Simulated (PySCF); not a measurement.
C5H9O (doublet state).
Structure used (GFN2-xTB), in Å, numbered top down from 1:
```xyz
15
C5H9O angstrom
O      2.2146   -0.2334    0.7089
C      1.5446    0.7223   -0.0781
C      0.4874    0.1033   -0.9961
C     -0.6126   -0.5665   -0.1949
C     -1.9338   -0.7978   -0.7743
C     -1.8158    0.2627    0.2245
H      2.6153   -0.8870    0.1245
H      1.0710    1.4022    0.6339
H      2.2669    1.2938   -0.6811
H      0.0620    0.8832   -1.6286
H      0.9647   -0.6378   -1.6461
H     -0.2164   -1.2984    0.5075
H     -2.5567   -1.6644   -0.8265
H     -2.2612    0.1326    1.2056
H     -1.8347    1.2933   -0.1068
```

The hyperfine couplings belong to this conformer and change with its torsions.

The species is `OCC[C@@H]1[CH]C1` [radical].

Method used: UKS B3LYP, pcH-1 on C H O, non-relativistic, mean-field spin-orbit, GIAO (PySCF). Geometry: GFN2-xTB, one conformer, isolated molecule. The geometry wasn't refined by DFT: couplings that depend on bond lengths, twists or pyramidal angles can differ widely from those at the functional's own minimum. No stability test was run, so a lower SCF solution isn't excluded.

Mulliken spin populations: O1 +0.002, C2 +0.002, C3 +0.027, C4 -0.030, C5 +0.977, C6 -0.044, H7 0.000, H8 +0.001, H9 +0.001, H10 -0.001, H11 +0.001, H12 +0.023, H13 -0.018, H14 +0.026, H15 +0.034.

Q: What dipolar couplings does the calculation give for H7, H8, H9, H10, H11, H12, H14, H15?

A: 
| atom | position | distance from C5 (Å) | T1 (MHz) | T2 | T3 |
| --- | --- | --- | --- | --- | --- |
| H7 | 5 bonds from C5 | 4.64 | -0.95 | -0.64 | 1.59 |
| H8 | 4 bonds from C5 | 3.98 | -1.26 | -1.16 | 2.42 |
| H9 | 4 bonds from C5 | 4.69 | -0.93 | -0.69 | 1.62 |
| H10 | γ, 3 bonds from C5 | 2.75 | -4.81 | -2.35 | 7.16 |
| H11 | γ, 3 bonds from C5 | 3.03 | -3.37 | -2.18 | 5.56 |
| H12 | β, 2 bonds from C5 | 2.20 | -5.41 | -1.86 | 7.27 |
| H14 | β, 2 bonds from C5 | 2.21 | -5.15 | -2.11 | 7.26 |
| H15 | β, 2 bonds from C5 | 2.20 | -6.31 | -4.07 | 10.39 |

Q: Estimate them with point dipoles: put each population ρk at its nucleus, leave out the nucleus itself and the atom bound to it, and sum T = Σ [ρk/(2S)]·C·(3 n nᵀ − 1)/r³ with C = μ0 gₑ μB g_N μN/(4π h) = 79.06 MHz Å³.

A: 
```tsv
atom	T1 (MHz)	T2	T3	T3, computed	difference in T3 (%)
H7	-0.90	-0.79	1.69	1.59	+6
H8	-1.31	-1.12	2.43	2.42	0
H9	-0.91	-0.90	1.81	1.62	+12
H10	-3.67	-3.34	7.01	7.16	-2
H11	-2.62	-2.53	5.15	5.56	-7
H12	-7.35	-6.65	14.00	7.27	+93
H14	-7.46	-6.34	13.80	7.26	+90
H15	-7.51	-6.60	14.11	10.39	+36
```

In T3 the estimate is closest for H8 (0 %, 3.98 Å from C5) and worst for H12 (+93 %, 2.20 Å).

Q: If all the spin sat on C5, T∥ = 2C/r³. What distance does the computed T3 of H10 then imply?

A: r = (2 × 79.06/7.16)^(1/3) = 2.81 Å, against 2.75 Å in the structure.
